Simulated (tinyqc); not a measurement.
Inside a calculation. Method: CIS and TDHF on RHF in the sto-6g basis, for BH2+, spin multiplicity 1. One step of it, computed by the program tinyqc.

Problem. TDHF (RPA) singlet states. B(ia,jb) = 2 (ia|jb) - (ib|ja); the squared energies are the eigenvalues of (A - B)(A + B); 1 hartree = 27.211386 eV.

CIS matrix A, singlet (hartree):
```
           1>4       1>5        1>6        1>7        2>4       2>5        2>6        2>7
1>4   7.149480  0.000000  -0.093690   0.000000   0.037925  0.000000   0.026750   0.000000
1>5   0.000000  7.173055   0.000000   0.000000   0.000000  0.052570   0.000000   0.000000
1>6  -0.093690  0.000000   7.711922   0.000000   0.027597  0.000000   0.008207   0.000000
1>7   0.000000  0.000000   0.000000   7.728884   0.000000  0.000000   0.000000   0.030657
2>4   0.037925  0.000000   0.027597   0.000000   0.428811  0.000000  -0.031711   0.000000
2>5   0.000000  0.052570   0.000000   0.000000   0.000000  0.477662   0.000000   0.000000
2>6   0.026750  0.000000   0.008207   0.000000  -0.031711  0.000000   0.887080   0.000000
2>7   0.000000  0.000000   0.000000   0.030657   0.000000  0.000000   0.000000   0.903492
3>4   0.000000  0.000000   0.000000   0.000482   0.000000  0.000000   0.000000   0.005653
3>5   0.000000  0.000000   0.000000   0.000000   0.000000  0.000000   0.000000   0.000000
3>6   0.000000  0.000000   0.000000  -0.006119   0.000000  0.000000   0.000000  -0.013885
3>7   0.006942  0.000000  -0.022804   0.000000  -0.037635  0.000000   0.025247   0.000000

           3>4       3>5        3>6        3>7
1>4   0.000000  0.000000   0.000000   0.006942
1>5   0.000000  0.000000   0.000000   0.000000
1>6   0.000000  0.000000   0.000000  -0.022804
1>7   0.000482  0.000000  -0.006119   0.000000
2>4   0.000000  0.000000   0.000000  -0.037635
2>5   0.000000  0.000000   0.000000   0.000000
2>6   0.000000  0.000000   0.000000   0.025247
2>7   0.005653  0.000000  -0.013885   0.000000
3>4   0.221239  0.000000  -0.054351   0.000000
3>5   0.000000  0.254942   0.000000   0.000000
3>6  -0.054351  0.000000   0.724340   0.000000
3>7   0.000000  0.000000   0.000000   0.851280
```

Two-electron integrals over orbitals (pq|rs), unique and non-zero (hartree):
```
(11|11) 2.903534    (21|11) -0.259815   (21|21) 0.037756    (22|11) 0.622164
(22|21) -0.008341   (22|22) 0.472829    (31|31) 0.009068    (32|31) 0.014721
(32|32) 0.141517    (33|11) 0.558049    (33|21) -0.003189   (33|22) 0.464111
(33|33) 0.481889    (41|11) 0.146958    (41|21) -0.018924   (41|22) 0.013369
(41|33) 0.006162    (41|41) 0.027370    (42|11) -0.077666   (42|21) 0.006894
(42|22) 0.021571    (42|33) 0.017239    (42|41) 0.012931    (42|42) 0.069279
(43|31) -0.002450   (43|32) 0.022782    (43|43) 0.030933    (44|11) 0.708358
(44|21) -0.012063   (44|22) 0.440398    (44|33) 0.426595    (44|41) -0.010820
(44|42) -0.072830   (44|44) 0.579897    (51|51) 0.021993    (52|51) 0.021712
(52|52) 0.074326    (53|53) 0.019085    (54|51) -0.011809   (54|52) -0.031912
(54|54) 0.042982    (55|11) 0.743132    (55|21) -0.009147   (55|22) 0.470744
(55|33) 0.438298    (55|41) 0.004765    (55|42) -0.037952   (55|44) 0.508219
(55|55) 0.587109    (61|11) -0.205683   (61|21) 0.032146    (61|22) -0.001695
(61|33) -0.000286   (61|41) -0.005963   (61|42) 0.014119    (61|44) -0.017546
(61|55) -0.005367   (61|61) 0.033251    (62|11) 0.204342    (62|21) -0.006980
(62|22) 0.050824    (62|33) 0.013169    (62|41) 0.013696    (62|42) -0.004265
(62|44) 0.059519    (62|55) 0.100803    (62|61) 0.000471    (62|62) 0.088772
(63|31) 0.001109    (63|32) -0.066291   (63|43) -0.025892   (63|63) 0.075449
(64|11) 0.081764    (64|21) 0.000642    (64|22) 0.023180    (64|33) 0.002567
(64|41) 0.004462    (64|42) -0.002415   (64|44) 0.041833    (64|55) 0.039682
(64|61) 0.003719    (64|62) 0.047086    (64|64) 0.032342    (65|51) 0.016560
(65|52) 0.050775    (65|54) -0.012082   (65|65) 0.042511    (66|11) 0.616410
(66|21) -0.007264   (66|22) 0.479845    (66|33) 0.471258    (66|41) 0.022113
(66|42) 0.055093    (66|44) 0.410803    (66|55) 0.449296    (66|61) 0.004728
(66|62) 0.035872    (66|64) 0.016847    (66|66) 0.530535    (71|31) 0.013764
(71|32) 0.019808    (71|43) -0.004165   (71|63) 0.001852    (71|71) 0.021017
(72|31) 0.007659    (72|32) -0.017247   (72|43) -0.031993   (72|63) 0.051332
(72|71) 0.011130    (72|72) 0.054416    (73|11) 0.218632    (73|21) -0.006075
(73|22) 0.036771    (73|33) 0.023225    (73|41) -0.000934   (73|42) -0.053637
(73|44) 0.102044    (73|55) 0.106008    (73|61) -0.006491   (73|62) 0.070898
(73|64) 0.037479    (73|66) -0.007330   (73|73) 0.109516    (74|31) -0.008811
(74|32) -0.069639   (74|43) 0.004943    (74|63) 0.038864    (74|71) -0.012713
(74|72) 0.003999    (74|74) 0.055207    (75|53) 0.016447    (75|75) 0.018085
(76|31) 0.009822    (76|32) 0.116550    (76|43) 0.035682    (76|63) -0.079326
(76|71) 0.013215    (76|72) -0.043200   (76|74) -0.056354   (76|76) 0.124059
(77|11) 0.643559    (77|21) -0.008398   (77|22) 0.463303    (77|33) 0.481034
(77|41) 0.004064    (77|42) -0.000332   (77|44) 0.458593    (77|55) 0.456868
(77|61) -0.006439   (77|62) 0.012946    (77|64) 0.000904    (77|66) 0.479107
(77|73) 0.033460    (77|77) 0.507525
```

Give: TDHF matrix B, singlet; squared energies w^2; TDHF energies from the positive w^2.

Solution.

TDHF matrix B, singlet (hartree):
```
         1>4     1>5      1>6      1>7      2>4     2>5      2>6      2>7
1>4   0.0274  0.0000  -0.0060   0.0000   0.0129  0.0000   0.0133   0.0000
1>5   0.0000  0.0220   0.0000   0.0000   0.0000  0.0217   0.0000   0.0000
1>6  -0.0060  0.0000   0.0333   0.0000   0.0145  0.0000   0.0005   0.0000
1>7   0.0000  0.0000   0.0000   0.0210   0.0000  0.0000   0.0000   0.0111
2>4   0.0129  0.0000   0.0145   0.0000   0.0693  0.0000  -0.0043   0.0000
2>5   0.0000  0.0217   0.0000   0.0000   0.0000  0.0743   0.0000   0.0000
2>6   0.0133  0.0000   0.0005   0.0000  -0.0043  0.0000   0.0888   0.0000
2>7   0.0000  0.0000   0.0000   0.0111   0.0000  0.0000   0.0000   0.0544
3>4   0.0000  0.0000   0.0000  -0.0074   0.0000  0.0000   0.0000  -0.0103
3>5   0.0000  0.0000   0.0000   0.0000   0.0000  0.0000   0.0000   0.0000
3>6   0.0000  0.0000   0.0000   0.0102   0.0000  0.0000   0.0000   0.0318
3>7   0.0023  0.0000  -0.0148   0.0000  -0.0753  0.0000   0.0905   0.0000

         3>4     3>5      3>6      3>7
1>4   0.0000  0.0000   0.0000   0.0023
1>5   0.0000  0.0000   0.0000   0.0000
1>6   0.0000  0.0000   0.0000  -0.0148
1>7  -0.0074  0.0000   0.0102   0.0000
2>4   0.0000  0.0000   0.0000  -0.0753
2>5   0.0000  0.0000   0.0000   0.0000
2>6   0.0000  0.0000   0.0000   0.0905
2>7  -0.0103  0.0000   0.0318   0.0000
3>4   0.0309  0.0000  -0.0259   0.0000
3>5   0.0000  0.0191   0.0000   0.0000
3>6  -0.0259  0.0000   0.0754   0.0000
3>7   0.0000  0.0000   0.0000   0.1095
```

squared energies w^2 (hartree^2): 0.0455  0.0646  0.1728  0.2222  0.5225  0.6916  0.7842  0.8148  50.9020  51.4572  59.7086  59.7369

TDHF energies from the positive w^2 (eV): 5.8038  6.9179  11.3117  12.8279  19.6690  22.6290  24.0964  24.5632  194.1414  195.1973  210.2660  210.3158
